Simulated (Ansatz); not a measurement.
Born–Oppenheimer molecular dynamics of H6OSi2 (9 atoms, charge 0, multiplicity 1). It starts at the highest image of a converged band. Of that band: A structure lower than the first end lies on the path between it and the top, so the climb from that side starts below the end, which may itself be a saddle point or a shallow side well. Neighbouring images differ by up to 3.2 eV, so the band resolves the path poorly. A vibrational analysis at the climbing image gives one clearly imaginary mode, 1385i cm⁻¹, and a faint second one (22i cm⁻¹) that may be numerical noise or a soft torsion: probably a first-order saddle point.

Method: RKS BHLYP-D4/def2-SVP in Ansatz.

- ensemble: NVE (velocity Verlet)
- time step: 0.5 fs
- steps asked: 200
- starting velocities drawn for: 100 K
- seed: 2616

First frame:

```xyz
9
Properties=species:S:1:pos:R:3
Si 0.435 -0.069 -0.457
H 0.092 0.004 1.210
H 1.080 0.485 0.792
O -0.764 0.876 -1.082
Si -2.326 1.401 -1.027
H -3.049 0.722 0.074
H -2.346 2.862 -0.796
H -2.989 1.101 -2.314
H -0.030 -1.449 -0.197
```

Q: What does the run give?

A: All steps were run.

```yaml
steps_done: 200
time_covered: 100 fs
mean_temperature_over_the_second_half: 861 K
spread_of_the_potential_energy_over_the_second_half: 6.1 meV per atom
mean_potential_energy_of_the_second_half_above_the_start: -76.6 meV per atom
```

The conserved energy stayed within 0.25 meV per atom of its start (net change 0.092 meV per atom), so the integration is sound. The kinetic energy rose, since the run started high on the potential surface and went downhill. It ends in pieces (H2 + H4OSi2), so much of that is their flight and rotation, not heat. A run of 0.1 ps of so small a system gives no equilibrium averages. The orbitals stay closed-shell, which can raise the energy where a bond breaks towards radicals; this wasn't checked here.

Q: What happens to the structure?

A: Between its relaxed ends the band would form H2–H3 and break Si1–H2, Si1–H3. These pairs go: H2–H3 1.18 → 0.82 Å, Si1–H2 1.70 → 7.84 Å, Si1–H3 1.51 → 8.19 Å. In the last frame they stand as after the step (other bonds may differ from the relaxed reactants and products). It ends as H2 + H4OSi2. Pairs count as bonded within 1.25 times the sum of covalent radii (0.12 Å more for H–H). This is one draw of velocities; another would differ in detail.

Q: How do temperature and energy run in time?

A: 
```json
{"time (fs)": "0", "T (K)": "100", "potential energy less start (eV)": "0.000", "conserved less start (meV/atom)": "0.00"}
{"time (fs)": "8", "T (K)": "31", "potential energy less start (eV)": "0.063", "conserved less start (meV/atom)": "0.02"}
{"time (fs)": "16", "T (K)": "202", "potential energy less start (eV)": "-0.092", "conserved less start (meV/atom)": "0.03"}
{"time (fs)": "24", "T (K)": "791", "potential energy less start (eV)": "-0.625", "conserved less start (meV/atom)": "0.00"}
{"time (fs)": "32", "T (K)": "951", "potential energy less start (eV)": "-0.770", "conserved less start (meV/atom)": "0.01"}
{"time (fs)": "40", "T (K)": "866", "potential energy less start (eV)": "-0.692", "conserved less start (meV/atom)": "0.08"}
{"time (fs)": "48", "T (K)": "930", "potential energy less start (eV)": "-0.750", "conserved less start (meV/atom)": "0.10"}
{"time (fs)": "56", "T (K)": "795", "potential energy less start (eV)": "-0.628", "conserved less start (meV/atom)": "0.10"}
{"time (fs)": "64", "T (K)": "941", "potential energy less start (eV)": "-0.761", "conserved less start (meV/atom)": "-0.02"}
{"time (fs)": "72", "T (K)": "829", "potential energy less start (eV)": "-0.661", "conserved less start (meV/atom)": "-0.13"}
{"time (fs)": "80", "T (K)": "932", "potential energy less start (eV)": "-0.755", "conserved less start (meV/atom)": "-0.24"}
{"time (fs)": "88", "T (K)": "859", "potential energy less start (eV)": "-0.688", "conserved less start (meV/atom)": "-0.16"}
{"time (fs)": "96", "T (K)": "805", "potential energy less start (eV)": "-0.637", "conserved less start (meV/atom)": "0.07"}
```

The run took 7.6 min on 1 thread of Arm Neoverse V1 (shared host), peak memory 0.17 GiB.
